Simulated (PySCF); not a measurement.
C₄H₁₀, SMILES C(C)(C)C.

The structure is a stationary point at B3LYP-D3(BJ)/def2-SVP.

The numbers are results of TDA-B3LYP/def2-SVPD run with PySCF, not measurements.

Vertical excitations; the highest root listed may be one member of a degenerate set. The molecule is in vacuum. State labels are in the subgroup Cs.

```csv
state,symmetry,energy (eV),λ (nm),f,main pairs
S1,A',8.35,148,0.009,HOMO→LUMO 98 %
S2,A",8.57,145,0.077,HOMO−1→LUMO (degenerate set)
S3,A',8.57,145,0.077,HOMO−2→LUMO (degenerate set)
S4,A",9.31,133,0.010,HOMO→LUMO+2 (degenerate set)
S5,A',9.31,133,0.010,HOMO→LUMO+1 (degenerate set)
S6,A",9.35,133,0.000,HOMO−3→LUMO 80 %
S7,A',9.44,131,0.255,HOMO→LUMO+3 97 %
S8,A',9.52,130,0.000,"HOMO−1→LUMO+2, HOMO−2→LUMO+1 (degenerate set)"
S9,A",9.52,130,0.000,"HOMO−1→LUMO+1, HOMO−2→LUMO+2 (degenerate set)"
S10,A",9.57,130,0.003,HOMO−1→LUMO+3 99 %
T1,A',8.11,153,0,HOMO→LUMO 95 %
T2,A",8.37,148,0,HOMO−1→LUMO (degenerate set)
T3,A',8.37,148,0,HOMO−2→LUMO (degenerate set)
T4,A',8.93,139,0,HOMO→LUMO+3 93 %
```
Triplets are in the Tamm–Dancoff approximation.
